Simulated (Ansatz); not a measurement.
Mulliken charges of `FCC(F)F` from ωB97M-V/def2-TZVPP in Ansatz (PBE0-D4/def2-TZVP geometry).

```
atom   x (Å)   y (Å)   z (Å)  charge (e)
  F1  -0.612   1.639   0.032      -0.211
  C2   0.350   0.674   0.151       0.051
  C3  -0.225  -0.691  -0.124       0.281
  F4  -0.739  -0.750  -1.374      -0.190
  F5  -1.223  -0.972   0.744      -0.190
  H6   0.754   0.693   1.168       0.094
  H7   1.151   0.875  -0.567       0.094
  H8   0.545  -1.467  -0.029       0.072
```

Q: By hand: the dipole of these point charges (1 e Å = 4.8032 D).

A: Σ q r = (0.675, -0.137, 0.140) e Å, of length 0.703 e Å = 3.38 D.

Q: How does the dipole of the full density compare? (Estimate.)

A: The calculation gave: (0.614, -0.119, 0.128) e Å, 3.07 D; the point charges give 1.10 times that, at 1° from its direction.

Point charges leave out the atoms' own dipoles, such as those of lone pairs, and Mulliken's split depends on the basis, so the close match here is no proof of good charges.
